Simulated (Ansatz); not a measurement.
## How far each method lies from UCCSDT(Q) for [GeH3···H···GeH3], doublet

Geometry: a point of a hydrogen-transfer path between rigid fragments, not a stationary point.

```
atom    x (Å)    y (Å)    z (Å)
  Ge  -1.7174   0.0000   0.0000
   H  -2.2289   1.4466   0.0000
   H  -2.2289  -0.7233   1.2528
   H  -2.2289  -0.7233  -1.2528
   H  -0.1831   0.0000   0.0000
  Ge   1.7216   0.0000   0.0000
   H   2.1902  -1.4659   0.0000
   H   2.1902   0.7330  -1.2695
   H   2.1902   0.7330   1.2695
```

Basis cc-pVDZ; Ansatz 0.2.0. Correlated methods freeze the noble-gas cores and the filled d shells of p-block atoms, which leaves 15 electrons in 61 orbitals. R marks a restricted (for open shells ROHF) determinant, U an unrestricted one. Active spaces: pair = (3e, 3o) about the gap; frontier = (9e, 9o) about the gap. No spin–orbit coupling is included, and no scalar relativity.

Full CI isn't at hand for all of this; UCCSDT(Q) serves as the reference, and is uncertain by about the last step of the cluster series. The frozen core follows each run's orbitals, which can shift R against U totals by a few meV for light atoms and by up to 0.1 eV past Ca.

- UHF ⟨S²⟩: 0.763
- T1 diagnostic (RCCSD): 0.0152
- largest doubles amplitude (RCCSD): 0.023
- T1 diagnostic (UCCSD): 0.0117

| level | E − E(RHF) (eV) |
| --- | --- |
| UHF | -0.0952 |
| UMP2 | -5.9356 |
| UCCSD | -7.4231 |
| UCCSD(T) | -7.5744 |

Task: Estimate how far UCCSDT(Q) in cc-pVDZ lies from UCCSD(T). The table doesn't fix it; the size of (T) and the diagnostics are the guide.

Result: UCCSDT(Q) in cc-pVDZ lies 1.41 mEh below UCCSD(T), which is 25 % of the (T) step (-5.56 mEh). The diagnostics give no warning, yet the rest is a sizeable part of (T).

The other levels:

```tsv
level	E − E(UCCSDT(Q)) (mEh)	share of correlation (%)	wall time
UCCSDT	0.17	99.94	–
```

The correlation energy at UCCSDT(Q), counted from RHF, is -7.613 eV. That run took 30 s on 2 threads of AMD EPYC 7R13 with a shared H100 80 GB, shared host.

Run but not shown, since their state or frozen core can't be matched to the reference's or they repeat it: RHF, RMP2, CISD, RCCSD, RCCSD(T), BCCD(T), RCCSDT, RCCSDT(Q), CASSCF (pair space), NEVPT2 (pair space), MRCISD (pair space), MRCISD+Q (pair space), CASSCF (frontier space), NEVPT2 (frontier space), MRCISD (frontier space), MRCISD+Q (frontier space).

Times hold each run's SCF and search for its determinant on a shared host, so for small cases they say little of a method's own cost; they ran on 1 thread of AMD EPYC 7R13.
